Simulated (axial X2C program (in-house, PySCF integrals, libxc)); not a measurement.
**LiAl: cheaper levels and CCSD(T), 2c**

Calculated with an axial X2C code built on PySCF integrals. Two-component (2c) means X2C with spin–orbit coupling and atomic mean-field two-electron Coulomb and Gaunt terms. Basis: Al dyall-v3z [8s8p2d1f], Li dyall-cv3z [7s8p2d] (cores contracted in-house); Gaussian nuclei, density fitting, unrestricted open shells. Masses: Al 26.982 u, Li 7.016 u.

State: Ω = 2 (⟨Sz⟩ = 1.00, ⟨Lz⟩ = 1.00 at HF); fragments Al + Li.

```tsv
level	Re (Å)	ωe (cm⁻¹)	De (eV)
PBE0	2.633	338.6	0.798
HF	2.671	325.9	0.308
MP2	2.656	336.8	0.682
CCSD	2.648	336.9	0.709
B97-3	2.624	343.3	0.730
```

Correlated methods: 4 electrons correlated (number of frozen shells: Al 2 s, 1 p; Li 1 s), 144 virtual spin orbitals or spinors in MP2, 58 natural virtuals in coupled cluster.

CCSD(T), same Hamiltonian and basis:

Re = 2.650 Å, ωe = 336.8 cm⁻¹, De = 0.76 eV; T1 = 0.021 (Lee–Taylor normalisation).

Task: Give the differences from CCSD(T) in the columns below.

Result: 

```csv
level,ΔRe (Å),Δωe (cm⁻¹),ΔDe (eV)
PBE0,-0.017,2,0.04
HF,0.021,-11,-0.45
MP2,0.006,0,-0.08
CCSD,-0.002,0,-0.05
B97-3,-0.026,6,-0.03
```

De is counted from the lowest determinant-based energies of the atoms at the same level, without counterpoise correction. Density functionals use the spin component along the axis (collinear). CCSD and (T) use frozen natural virtuals with an MP2 correction for the truncation; (T) itself is uncorrected, so its De runs slightly low. The 2c atoms are single determinants rather than J levels; their spin–orbit lowering is only partly caught, and De is too large by that part. This holds for PBE0, B97-3. Without a current term, density functionals place determinants with orbital angular momentum somewhat too high. The atomic limit has a lower orbital projection than the molecule and lies lower at mean-field level, so De may be about a tenth of an eV too small. The state is one determinant with fixed occupations, lowest in a PBE0 search at one distance only: followed along the bond, the 2c determinant Ω = 0 reaches 0.06 eV lower at PBE0, at Re = 2.892 Å, so the state shown is not the lowest. With several unpaired electrons one determinant need not be a pure state. A state of lower Ω lies just above, and one determinant can place such states too high, so the state shown need not be the lowest. The search has Ω = 0 only 0.05 eV up. Open-shell Ω = 0 determinants with evenly filled partner blocks cannot be reached by this program, so the Ω shown need not be the lowest component.
